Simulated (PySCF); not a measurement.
# C5H12O: the cost of one run

The runs use PySCF 2.14.0, with density-fitted response routines of our own; the level of theory stands in each step. All values are computed, except where a source is named. Atoms count from 0, in the outputs and in this text.

## 1. The molecule as given

18 atoms, charge 0, multiplicity 1; geometry from: MMFF94s. The atoms were then displaced at random by about 0.03 Å, so the start is not that level's minimum.

Bonds of the start (Å): C0–O1 1.49, O1–C2 1.48, C2–C3 1.54, C2–C4 1.49, C2–C5 1.52, C0–H6 1.02, C0–H7 1.11, C0–H8 1.10, C3–H9 1.18, C3–H10 0.98, C3–H11 1.11, C4–H12 1.07, C4–H13 1.10, C4–H14 1.09, C5–H15 1.08, C5–H16 1.11, C5–H17 1.10.

## 2. Optimising the geometry at PBE0-D3(BJ)/def2-SVP

What the job is given:

```
{"job": {"xc": "PBE0", "basis": "def2-SVP", "d3": "d3bj", "grid": 1, "shake": 0.03, "kind": "geom"}, "charge": 0, "multiplicity": 1}
C      2.133250     0.333640     0.347780
O      0.756770     0.512450     0.890490
C     -0.380730     0.011650     0.092000
C     -0.090760    -1.483920    -0.130100
C     -1.580140     0.259360     0.936770
C     -0.473110     0.784120    -1.218540
H      2.376030    -0.641480     0.179820
H      2.830040     0.855660     1.031590
H      2.149020     0.989060    -0.539760
H     -1.109560    -1.912700    -0.534360
H      0.612340    -1.730410    -0.769870
H      0.027520    -2.014740     0.840200
H     -1.578680    -0.191820     1.911220
H     -2.532810    -0.061670     0.492280
H     -1.695580     1.316970     1.181550
H      0.365750     0.586370    -1.868450
H     -0.448060     1.886720    -1.055890
H     -1.417590     0.517680    -1.708960
```

Started as:

```sh
> OMP_NUM_THREADS=1 python probes_run.py task.json out
```

This one command runs all jobs of the session in turn.

**Question.** How long does this first job take on 1 thread of Arm Neoverse V2, shared host, and how much memory does it need?

About 39 s, with a peak of 0.64 GiB.
